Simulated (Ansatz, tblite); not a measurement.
**The cluster GaSb2−: a ladder of methods and basis sets**

Aim: run the singlet of the cluster GaSb2− at one geometry on many levels, and compare frontier levels, spin and run time.

Program: Ansatz 0.2.0, Gaussian basis. Level of theory: as each input shows. These are calculated values, not measurements.

The runs, in order: GFN2-xTB, PBE-D4/def2-TZVPD, r2SCAN-D4/def2-TZVPD, HF/def2-TZVPD, r2SCAN0-D4/def2-TZVPD, BHLYP-D4/def2-TZVPD, LC-ωPBE/def2-TZVPD, BLYP-D4/def2-TZVPD, PBE-D4/def2-SVPD, PBE0-D4/def2-SVPD, CCSD(T)/def2-TZVPPD, MP2/def2-TZVPD, RPA/def2-TZVPD.

2 further runs of the same task are left out: 1 that didn't finish, 1 set aside as unsound or not needed. Runs told in other sessions of the task aren't counted.

### Step 1. The geometry

The geometry is that of the singlet, from an earlier relaxation (B3LYP-D4/def2-TZVPD). At that level it is the lowest of the isomers that a small search found.

3 atoms, charge -1, spin multiplicity 1.

Bond lengths: Ga1–Sb2 2.819 Å, Ga1–Sb3 2.819 Å, Sb2–Sb3 2.675 Å. Angles: Sb2–Ga1–Sb3 56.6°, Ga1–Sb2–Sb3 61.7°, Ga1–Sb3–Sb2 61.7°.

As a file:

```xyz
3

Ga   -0.7105   -1.4939   -0.0216
Sb    1.5625    0.1723    0.0479
Sb   -0.8520    1.3217   -0.0263
```

Sb takes a core potential in the def2 sets. No spin-orbit coupling is included. The ion is computed in the gas phase, without counter-ions or solvent.

PBE0-D4/def2-TZVPD was run before; its log isn't repeated, and its numbers join the tables.

### Step 2. GFN2-xTB

Tight binding, by tblite at 300 K electronic temperature and without a spin-polarisation term:

```python
tblite.interface.Calculator('GFN2-xTB', numbers, positions, charge=-1, uhf=0).singlepoint()
```

Energy -158.4492 eV, HOMO -3.23 eV, LUMO -2.58 eV; 0.003 s.

### Step 3. PBE-D4/def2-TZVPD

start.molden holds the orbitals of an earlier run on this state, given as this run's starting guess.

in.yaml

```yaml
crystal:
  periodic: [false, false, false]
  atoms:
    - {symbol: Ga, position_ang: [-0.710534, -1.493917, -0.021602]}
    - {symbol: Sb, position_ang: [1.562486, 0.172251, 0.047881]}
    - {symbol: Sb, position_ang: [-0.851953, 1.321665, -0.026279]}
basis:
  gaussian: {orbitals: def2-TZVPD, initial_orbitals: start.molden}
total_charge: -1
hamiltonian: {xc: pbe, dispersion: d4}
scf: {omitted_lower_state_checks: [starts]}
output: {orbitals: {seedname: orbitals}}
```

Started as:

```sh
$ ansatz run in.yaml --threads 4 --pin off --events-out ev --progress --plain --max-ram 3916MiB
```

After this run come: r2SCAN-D4/def2-TZVPD; HF/def2-TZVPD; r2SCAN0-D4/def2-TZVPD; BHLYP-D4/def2-TZVPD; LC-ωPBE/def2-TZVPD; BLYP-D4/def2-TZVPD; PBE-D4/def2-SVPD; PBE0-D4/def2-SVPD; CCSD(T)/def2-TZVPPD; MP2/def2-TZVPD; RPA/def2-TZVPD.

Before running them: what should the planned runs give, taken together? Wanted: gap in def2-TZVPD, named functionals and Hartree-Fock, smallest and largest; correlation energy, CCSD(T)/def2-TZVPPD; correlation energy, MP2/def2-TZVPD; PBE0 total energy, smallest basis above largest.

As calculated:

| quantity | value |
| --- | --- |
| gap in def2-TZVPD, named functionals and Hartree-Fock, smallest and largest | 0.52 eV (BLYP-D4), 5.99 eV (HF) |
| correlation energy, CCSD(T)/def2-TZVPPD | -24.97 eV |
| correlation energy, MP2/def2-TZVPD | -24.88 eV |
| PBE0 total energy, smallest basis above largest | 7.08 eV (def2-SVPD, def2-TZVPD) |

Over the named functionals and Hartree-Fock in def2-TZVPD the gap runs from 0.52 eV (BLYP-D4) to 5.99 eV (HF); exact exchange widens it. PBE-D4, BLYP-D4 put the HOMO above zero; others here keep it below zero, so the sign hangs on the functional's self-interaction and doesn't show that the species is unbound.
